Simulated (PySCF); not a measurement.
## Cost against result

Saddle point of C2H7Al, singlet (C₂H₇Al ([CH3][AlH][CH3]) → CH₃Al ([CH2][AlH]) + CH₄; bonds formed: C2–H4; bonds broken: Al1–C2, C3–H4), PBE0-D4/def2-TZVP structure:

```
atom    x (Å)    y (Å)    z (Å)
 Al1  -1.1650   0.1859  -0.1267
  C2   0.8219   0.9150   0.3971
  C3  -0.5352  -1.5241  -0.3306
  H4   0.5047  -0.2434  -0.2431
  H5  -2.0143   1.3578  -0.7679
  H6   1.8539   0.6951   0.1095
  H7   0.6068   1.8990  -0.0337
  H8   0.8016   0.9704   1.4872
  H9   0.0444  -1.9497   0.4925
 H10  -0.9188  -2.3062  -0.9844
```

Barriers are electronic and count from the start structure reached by relaxing down the imaginary mode.

Computed with PySCF 2.14 with density fitting (its default auxiliary sets; JK sets also for MP2 and CCSD(T)) (basis: as named in each row); correlated methods freeze the cores. B3LYP uses VWN-RPA correlation. Extrapolation: Hartree–Fock as exp(−7.88 √X), correlation as X^−2.97.

Times are rough, for one single point on 4 threads of a shared host (Intel Xeon 6975P-C).

The estimate by CCSD(T) at an estimated basis limit (MP2 extrapolated from triple and quadruple zeta, plus CCSD(T) − MP2 in triple zeta) is 3.448 eV.

```csv
method,basis,time (s),barrier (eV),method less estimate
HF,STO-3G,under 1,7.273,3.825
B3LYP-D4,6-31G,2,3.658,0.210
MP2,def2-QZVPP,3,3.434,-0.014
PBE0-D4,def2-SVP,3,3.384,-0.064
PBE-D4,def2-SVP,3,3.085,-0.363
SPW92,def2-TZVPP,4,2.879,-0.569
CCSD(T),def2-SVP,5,3.568,0.120
BHLYP-D4,def2-TZVPP,6,3.727,0.279
PBE0-D4,def2-TZVPP,6,3.345,-0.103
B3LYP-D4,def2-TZVPP,6,3.406,-0.042
PBE-D4,def2-TZVPP,7,3.068,-0.380
r2SCAN-D4,def2-TZVPP,13,3.257,-0.191
CCSD(T),def2-TZVPP,110,3.483,0.035
wB97M-V,def2-TZVPP,160,3.507,0.059
```

All methods are single points on the PBE0-D4 structures.

No T1 diagnostic of these runs exceeds 0.016. The restricted Hartree–Fock reference is unstable towards an unrestricted one at one or more of these structures.

Labels in which every atom is bracketed show which atoms are joined, not bond orders.
